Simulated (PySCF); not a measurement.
Gas-phase reaction: H₃SiSiCl₃ = SiCl + H + SiH₂Cl₂

Computed with PySCF and rigid-rotor harmonic-oscillator thermochemistry at 1 bar. † marks an energy on the PBE0/def2-TZVP geometry and frequencies; other levels use their own. CCSD(T) freezes the core. Open shells (unrestricted): SiCl (multiplicity 2, electronic degeneracy 4), H (multiplicity 2); the rest are closed-shell singlets. Spin-orbit splitting is ignored; it lowers the true energy and changes the entropy of SiCl. B3LYP is the form with VWN-RPA correlation. H₃SiSiCl₃: computed as isolated molecules; such fragments, hydroxides, amides, oligomers or adducts are transient or little studied in the gas. CCSD(T) isn't extrapolated to the basis-set limit. The harmonic model lacks anharmonicity and excited electronic states, which grow with temperature; levels with a mode under 35 cm⁻¹ are left out. Internal rotation in H₃SiSiCl₃ is treated as a harmonic vibration of one conformer, which makes the entropy rough.

```json
[
 {"level": "B3LYP/def2-TZVP†", "ΔE electronic, kJ": "490", "ΔH°(298 K), kJ": "472", "ΔS°(298 K), J/K": "264", "ΔG°(1200 K), kJ": "159"},
 {"level": "CCSD(T)/def2-SVP†", "ΔE electronic, kJ": "491", "ΔH°(298 K), kJ": "472", "ΔS°(298 K), J/K": "264", "ΔG°(1200 K), kJ": "160"},
 {"level": "HF/def2-TZVP†", "ΔE electronic, kJ": "403", "ΔH°(298 K), kJ": "385", "ΔS°(298 K), J/K": "264", "ΔG°(1200 K), kJ": "72"},
 {"level": "PBE0/def2-TZVP", "ΔE electronic, kJ": "511", "ΔH°(298 K), kJ": "492", "ΔS°(298 K), J/K": "264", "ΔG°(1200 K), kJ": "180"},
 {"level": "LDA/def2-TZVP†", "ΔE electronic, kJ": "576", "ΔH°(298 K), kJ": "557", "ΔS°(298 K), J/K": "264", "ΔG°(1200 K), kJ": "245"},
 {"level": "ωB97M-V/def2-TZVP†", "ΔE electronic, kJ": "517", "ΔH°(298 K), kJ": "498", "ΔS°(298 K), J/K": "264", "ΔG°(1200 K), kJ": "186"}
]
```
ΔH° is lowest at HF/def2-TZVP† and highest at LDA/def2-TZVP†. No reference value is set beside these.
